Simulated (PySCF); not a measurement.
Compound: cyclopropyl methyl ether, C4H8O.
Bonds: C1–O2, O2–C3, C3–C4, C4–C5, C3–C5. Hydrogens: H6, H7, H8 on C1; H9 on C3; H10, H11 on C4; H12, H13 on C5.

Definitions: NICS(0) = −σiso at the ring centroid; NICS(1) = −σiso and NICS(1)zz = −σzz at ±1 Å along the ring normal z. Level: GIAO PBE0/pcSseg-1 (PySCF, non-relativistic, gas phase) on the PBE0-D3(BJ)/def2-SVP geometry, one conformer.

Ring bond lengths (Å), with Mayer bond orders in brackets: C3–C4 1.485 (0.97), C4–C5 1.507 (0.97), C5–C3 1.502 (0.95).

**Question.** Give the NICS values of each ring in ppm.

**Answer.** 
| ring | type | NICS(0) | NICS(1), two faces | NICS(1)zz, two faces | rms pucker (Å) | centre to ring atoms, mean (Å) |
| --- | --- | --- | --- | --- | --- | --- |
| C3–C4–C5 | 3-membered carbocycle; formal bonds all single | -40.0 | -7.4 / -9.6 | -16.8 / -24.1 | 0.00 | 0.86 |

**Question.** What do they say, and how far can they be read as aromaticity?

**Answer.** 
- C3–C4–C5: mean NICS(1)zz -20.4 ppm, shielded. C3, C4, C5 have four or more neighbours; no verdict on aromaticity is drawn. The two faces differ by 7.3 ppm, so no symmetry operation interchanges them. NICS(0) lies 32 ppm below the mean NICS(1).

**Question.** How do the values depend on the level or the medium?

**Answer.** 
| level | NICS(0), C3–C4–C5 | mean NICS(1)zz, C3–C4–C5 |
| --- | --- | --- |
| PBE0/pcSseg-1, gas | -40.0 | -20.4 |
| wB97X-D/pcSseg-2, gas | -40.7 | -21.3 |

The geometry is the same throughout.

Conformer computed: `[CH3:1][O:2][CH:3]1[CH2:4][CH2:5]1`: C1–O2–C3–C4 -152°.
